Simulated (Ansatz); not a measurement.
A made-up structure of CH$_{4}$BSi, doublet:

```xyz
7
angstrom
B -1.0822 -0.4422 -0.5623
C 0.0345 0.2514 -0.9772
Si 0.5590 0.1177 0.7572
H -2.0734 -1.0278 -0.3125
H 0.5335 0.7108 -1.8178
H 0.4111 1.1606 -1.3710
H 1.5833 -0.8590 1.2024
```

It is relaxed with PBE-D4/def2-SVP and then PBE0-D4/def2-TZVP (Ansatz 0.2.0). Atoms count as bonded within 1.22 times the sum of their covalent radii (H–H: 0.88 Å). The end point is not checked to be a true minimum.

Question: Does its bonding change? (A judgement: the text doesn't fix the answer.)

Answer: The calculation gives: Yes. Formed: none; broken: H5–H6.

Where it ends: The first stage lowers the energy by 4.97 eV in 18 steps. It ends as CH₄BSi ([BH]1[CH2][SiH]1):
B1  (-0.991, -0.250, -0.351)
C2  (0.063, 0.442, -1.143)
Si3  (0.478, 0.165, 0.821)
H4  (-1.759, -1.137, -0.530)
H5  (0.410, 0.075, -2.108)
H6  (0.296, 1.502, -1.008)
H7  (1.469, -0.884, 1.238)
(Å)

Labels in which every atom is bracketed show which atoms are joined, not bond orders.

For scale, one of the runs: PBE0-D4/def2-TZVP relaxation, 123 basis functions, launched by `ansatz run in.yaml --threads 2 --pin off --events-out ev --progress --plain --max-ram 4352MiB`. The run took about 33 s on 2 CPU threads of an Arm Neoverse V1 (shared host).
